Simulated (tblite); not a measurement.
Compound: C3H7N2 (charge +1).
Numbering: `[NH2:1]/[CH:2]=[CH:3]\[CH:4]=[NH2+:5]` (hydrogens: H6, H7 on N1; H8 on C2; H9 on C3; H10 on C4; H11, H12 on N5)
Bond orders are those of one Lewis drawing.

Computed with GFN2-xTB (tblite), gas phase: L-BFGS steps from a force-field or distance-geometry start until the largest atomic force falls under 0.01 eV/Å.

Step 5: E = -418.0942 eV
```
atom  x, y, z in Å  |  force x, y, z in eV/Å
N1     -1.8048    0.5017    0.6766   -0.203   0.192   0.525
C2     -1.3962   -0.3909   -0.2177   -0.466   0.473   0.286
C3     -0.0821   -0.6549   -0.4439    0.322  -0.235  -0.127
C4      0.9181    0.1445    0.0666    0.057  -0.269   0.002
N5      2.1742    0.0222   -0.2260    0.239  -0.275  -0.216
H6     -1.3356    0.6077    1.5545    0.582   0.327   0.114
H7     -2.4290    1.2526    0.4628   -0.891  -0.260  -0.055
H8     -2.1770   -0.9073   -0.7359   -0.239  -0.003  -0.736
H9      0.1889   -1.3689   -1.1711    0.134  -0.870  -0.491
H10     0.6373    0.9240    0.7089   -0.152   1.008   0.910
H11     2.9071    0.5851    0.1656    0.127   0.205   0.019
H12     2.4002   -0.7165   -0.8666    0.490  -0.294  -0.230
```

Step 6: E = -418.2441 eV
```
atom  x, y, z in Å  |  force x, y, z in eV/Å
N1     -1.8595    0.4611    0.6934    0.338   0.890   0.975
C2     -1.4064   -0.3802   -0.2238   -0.367   0.554   0.458
C3     -0.0779   -0.6847   -0.4057   -0.149   0.175  -0.186
C4      0.9418    0.1057    0.0721    0.099   0.096   0.166
N5      2.2051    0.0192   -0.2377    0.248  -0.432  -0.224
H6     -1.2882    0.6746    1.5182   -0.067   0.100  -0.565
H7     -2.5424    1.1927    0.5001   -0.287  -0.813   0.074
H8     -2.2207   -0.8092   -0.7758    0.128  -0.249  -0.757
H9      0.1969   -1.3724   -1.1457    0.075  -1.171  -0.726
H10     0.6659    0.9136    0.6857   -0.107   0.941   0.928
H11     2.9284    0.6081    0.1662   -0.273  -0.136  -0.217
H12     2.4583   -0.7292   -0.8730    0.363   0.046   0.073
```

Step 7: E = -418.3458 eV
```
atom  x, y, z in Å  |  force x, y, z in eV/Å
N1     -1.8734    0.4608    0.7156    0.403   0.470   0.041
C2     -1.4141   -0.3728   -0.2235   -0.440   0.734   0.749
C3     -0.0809   -0.6943   -0.3964   -0.024   0.149  -0.464
C4      0.9487    0.0965    0.0795    0.162   0.231   0.128
N5      2.2185    0.0120   -0.2448   -0.070  -0.271   0.015
H6     -1.2697    0.6998    1.5020   -0.105   0.136  -0.336
H7     -2.5917    1.1629    0.5126   -0.024  -0.871   0.214
H8     -2.2328   -0.7775   -0.8016    0.336  -0.187  -0.518
H9      0.2007   -1.3930   -1.1483   -0.134  -0.698  -0.255
H10     0.6747    0.9253    0.6927    0.064   0.467   0.578
H11     2.9348    0.6168    0.1643   -0.415  -0.314  -0.332
H12     2.4865   -0.7372   -0.8781    0.247   0.155   0.181
```

**Question.** Estimate the geometry and energy of step 8. (The exact step hangs on the optimiser's Hessian estimate; all steps are aligned on step 7, rigid shifts and turns removed.)

**Answer.** E = -418.4391 eV, largest force 0.777 eV/Å
```
atom  x, y, z in Å  |  force x, y, z in eV/Å
N1     -1.8750    0.4698    0.7306    0.147   0.348  -0.291
C2     -1.4282   -0.3541   -0.2094    0.198   0.018   0.000
C3     -0.0840   -0.6996   -0.4019   -0.071   0.497  -0.242
C4      0.9530    0.0967    0.0897   -0.078   0.037  -0.139
N5      2.2267    0.0018   -0.2488   -0.386  -0.135   0.181
H6     -1.2551    0.7218    1.4889   -0.022   0.238  -0.041
H7     -2.6325    1.1251    0.5252    0.014  -0.701   0.335
H8     -2.2330   -0.7581   -0.8318    0.530   0.024  -0.110
H9      0.1997   -1.4239   -1.1551   -0.329  -0.149   0.206
H10     0.6830    0.9449    0.7115    0.231  -0.091   0.152
H11     2.9324    0.6180    0.1562   -0.312  -0.291  -0.297
H12     2.5143   -0.7431   -0.8811    0.077   0.205   0.246
```

The energy changes by -0.0933 eV. The first-order estimate −F·Δx gives -0.1478 eV and the mean of the old and new forces, exact on a quadratic surface, -0.0937 eV. The step makes an angle of 48° with the force vector and moves no atom by more than 0.057 Å.

What follows is the cost of the whole relaxation. Time: 0.15 s of wall time. Hardware: an Arm Neoverse V2 with one thread, shared host with 96 logical CPUs at a one-minute load of 15.
